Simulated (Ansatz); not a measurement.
Task: Name a neutral molecule of C, Cl, N and H with HOMO–LUMO gap (ωB97M-V/def2-TZVPP) between 10.70 and 11.00 eV and HOMO–LUMO gap (PBE0/def2-TZVPP) between 6.70 and 7.00 eV (Ansatz, PBE0-D4/def2-TZVP geometry).

Result: `C=C(N)Cl` (10.98 eV, 6.96 eV). Other molecules can fit too; these were computed, each in one conformer that needn't be the lowest.
